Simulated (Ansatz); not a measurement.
# H3O2 (doublet): the correlation ladder at distance O1–H3 along a hydrogen transfer = 1.072 Å, cc-pVDZ

How much of the correlation energy of H3O2 (doublet) does each wave-function method recover here?

Computed with Ansatz 0.2.0, Gaussian basis. Level: cc-pVDZ, core rule «outside noble gas», up to 2 orbitals frozen.

Plan: UHF; CCSD(T) on ROHF; CCSD(T) on UHF; BCCD(T) on ROHF; CISD; CCSDT(Q) on ROHF; CCSDT(Q) on UHF; CASSCF and MRCISD+Q, 3 electrons in 3 orbitals; CASSCF and NEVPT2, 3 electrons in 3 orbitals; CASSCF and NEVPT2, 15 electrons in 11 orbitals.

17 further runs of the same task are left out: 2 for a mislabelled method, 13 that didn't finish, 2 set aside as unsound or not needed.

## Step 1: What is computed

The geometry derives from fragments relaxed apart (PBE0/def2-TZVP) and kept rigid, so it is no stationary point. A hydrogen atom is moved between rigid fragments.

5 atoms, charge 0, spin multiplicity 2.

Atoms are counted from 1 here; the program's logs count them from 0.

Bond lengths: O1–H2 0.960 Å, O1–H3 1.072 Å, H3–O4 1.140 Å, O4–H5 0.973 Å. Angles: H2–O1–H3 105.1°, O1–H3–O4 180.0°, H3–O4–H5 105.0°.

Coordinates:

```csv
atom,x (Å),y (Å),z (Å)
O1,-1.10509,0.00038,0.00000
H2,-1.35440,0.92696,0.00000
H3,-0.03309,0.00038,0.00000
O4,1.10691,0.00038,0.00000
H5,1.35876,-0.93956,0.00000
```

## Step 2: UHF

in.yaml

```yaml
crystal:
  periodic: [false, false, false]
  atoms:
    - {symbol: O, position_ang: [-1.105095, 0.000385, 0.000000]}
    - {symbol: H, position_ang: [-1.354404, 0.926961, 0.000000]}
    - {symbol: H, position_ang: [-0.033095, 0.000385, 0.000000]}
    - {symbol: O, position_ang: [1.106905, 0.000385, 0.000000]}
    - {symbol: H, position_ang: [1.358764, -0.939565, 0.000000]}
basis:
  gaussian: {orbitals: cc-pVDZ}
magnetization: {spin_polarized: true, initial_magnetization: 1}
hamiltonian: {xc: hf}
output: {orbitals: {seedname: orbitals}}
```

On the command line:

```sh
$ ansatz run in.yaml --threads 1 --pin off --events-out ev --progress --plain --max-ram 2393MiB
```

After this run come: CCSD(T) on ROHF; CCSD(T) on UHF; BCCD(T) on ROHF; CISD; CCSDT(Q) on ROHF; CCSDT(Q) on UHF; CASSCF and MRCISD+Q, 3 electrons in 3 orbitals; CASSCF and NEVPT2, 3 electrons in 3 orbitals; CASSCF and NEVPT2, 15 electrons in 11 orbitals.

Before running them: what should the planned runs give, taken together? Wanted: UCCSDT(Q) below the RHF energy; RMP2 from UCCSDT(Q); UMP2 from UCCSDT(Q); RCCSD from UCCSDT(Q); RCCSD(T) from UCCSDT(Q); UCCSD(T) from UCCSDT(Q); RCCSDT(Q) from UCCSDT(Q); NEVPT2 pair from UCCSDT(Q); MRCISD+Q pair from UCCSDT(Q).

As calculated:

| quantity | value |
| --- | --- |
| UCCSDT(Q) below the RHF energy | -11.4588 eV |
| RMP2 from UCCSDT(Q) | +20.09 kcal/mol |
| UMP2 from UCCSDT(Q) | +20.06 kcal/mol |
| RCCSD from UCCSDT(Q) | +6.03 kcal/mol |
| RCCSD(T) from UCCSDT(Q) | +1.08 kcal/mol |
| UCCSD(T) from UCCSDT(Q) | +0.98 kcal/mol |
| RCCSDT(Q) from UCCSDT(Q) | +0.01 kcal/mol |
| NEVPT2 pair from UCCSDT(Q) | +17.68 kcal/mol |
| MRCISD+Q pair from UCCSDT(Q) | +4.12 kcal/mol |
| NEVPT2 valence from UCCSDT(Q) | +28.35 kcal/mol |
| levels within 1 kcal/mol (43 meV) | UCCSD(T), BCCD(T), RCCSDT, UCCSDT, RCCSDT(Q) |
| T1 diagnostic | 0.041 |
| effectively unpaired electrons | 1.02 |

**Reading.** RCCSD(T) lands +1.08 kcal/mol from the yardstick (0.4 % of the correlation energy). The occupations are near whole numbers, but T1 = 0.041 shows that the orbitals relax strongly. Of the multireference levels listed MRCISD+Q pair comes nearest in total energy (+4.12 kcal/mol), which doesn't show that its space is the better one. These misses are within one basis, not against nature; the frozen cores of restricted and unrestricted runs differ, which can shift their rows.
